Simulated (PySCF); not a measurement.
# lithium hydride: calculation against experiment

**What was measured.**

Liu, Meijer, Perez-Rios, Phys. Chem. Chem. Phys. 22 (2020) 24191 lists, for the gas: dipole moment 5.882 D.

How close the calculation comes is told at the end.

Species: lithium hydride, LiH.
SMILES with atom numbers: `[LiH:1]` (hydrogens: H2 on Li1)

Structure used (PBE0-D3(BJ)/def2-TZVP), in Å, numbered top down from 1:
```xyz
2
LiH angstrom
Li     0.807   -0.035    0.003
H     -0.790    0.006   -0.015
```

Runs made with PySCF (gas phase, on this PBE0-D3(BJ)/def2-TZVP geometry; no spin–orbit coupling):

```
                              level                                                                                         job  basis functions  wall time
PBE0-D3(BJ)/def2-TZVP, grid level 2                                geometry optimisation from a GFN2-xTB start shaken at random               20      1.7 s
                     B97-2/pcSseg-2                                                                                  shieldings               35     0.51 s
                       KT3/pcSseg-2                                                                                  shieldings               35     0.65 s
                      PBE0/pcSseg-2                                                     shieldings, charges and field gradients               35      1.7 s
                   wB97X-D/pcSseg-2                                                                                  shieldings               35     0.63 s
              CAM-B3LYP/aug-cc-pVTZ                          10 singlets by full TDDFT, 4 Tamm–Dancoff triplets, polarisability               69      1.1 s
                   PBE0/aug-cc-pVTZ  10 singlets by full TDDFT, 4 Tamm–Dancoff triplets, polarisability, dynamic polarisability               69      1.2 s
                wB97X-D/aug-cc-pVTZ               10 singlets by full TDDFT, 4 Tamm–Dancoff triplets, polarisability, ΔSCF ions               69      3.0 s
```

Hardware: an Intel Xeon Platinum 8175M at 2.50 GHz with one thread, on a shared host.

## Comparison

**Dipole moment.** Measured: 5.882 D (Liu, Meijer, Perez-Rios, Phys. Chem. Chem. Phys. 22 (2020) 24191).

```csv
level,computed (D),computed − measured (D),% (from the printed values)
PBE0-D3(BJ)/def2-TZVP,5.782,-0.100,-2
B97-2/pcSseg-2,5.771,-0.111,-2
KT3/pcSseg-2,5.494,-0.388,-7
PBE0/pcSseg-2,5.743,-0.139,-2
wB97X-D/pcSseg-2,5.899,+0.017,0
CAM-B3LYP/aug-cc-pVTZ,5.779,-0.103,-2
PBE0/aug-cc-pVTZ,5.757,-0.125,-2
wB97X-D/aug-cc-pVTZ,5.909,+0.027,0
```

Closest is wB97X-D/pcSseg-2 (+0.017 D), furthest KT3/pcSseg-2 (-0.388 D); one molecule doesn't rank methods. The computed dipoles belong to one fixed geometry; measured ones are averaged over vibrations unless marked μe. Magnitudes are compared, not signs.

No measured geometry was used, and the causes of the misses weren't examined.
